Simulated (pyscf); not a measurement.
Optimised with ωB97X-D3(BJ)/def2-SVP in PySCF. MP2 and CC: frozen core, UHF for open shells. ΔMP2 is the change of the MP2 total energy from the triple- to the quadruple-zeta basis.

SMILES: CC(O)[SiH3]
```xyz
12

C      0.5051     0.5928    -0.0846
C     -0.9434     0.1316    -0.2370
O     -1.0331    -1.2758    -0.4311
Si    -1.9913     0.4893     1.3073
H      0.9859     0.0870     0.7680
H      0.5663     1.6815     0.0749
H      1.0902     0.3565    -0.9913
H     -1.4035     0.6742    -1.0898
H     -0.5283    -1.5047    -1.2207
H     -3.3896     0.0157     1.1067
H     -2.0069     1.9624     1.5632
H     -1.3922    -0.1989     2.4871
```

### Question
How much does it cost (ΔH, 298 K, CCSD(T)/def2-TZVPP + ΔMP2(QZVPP)) to split H₃C–CH(OH)–SiH₃ at its C–O bond into H₃C–CH•–SiH₃ + OH•?

### Answer
C–O to H₃C–CH•–SiH₃ + OH•: 86.9 kcal/mol. H₃C–CH(OH)–SiH₃ lies 43.8 kcal/mol over its isomer H₃C–CH₂–SiH₂–OH, and others may lie lower still (electronic energy, ωB97M-D3(BJ)). H₃C–CH•–SiH₃ lies 17.7 kcal/mol over its isomer H₃C–SiH•–CH₃, and others may lie lower still (electronic energy, ωB97M-D3(BJ)). The CCSD(T) − MP2 part came from Ansatz, without density fitting, on the same reference. Left out: the spin-orbit lowering of OH.
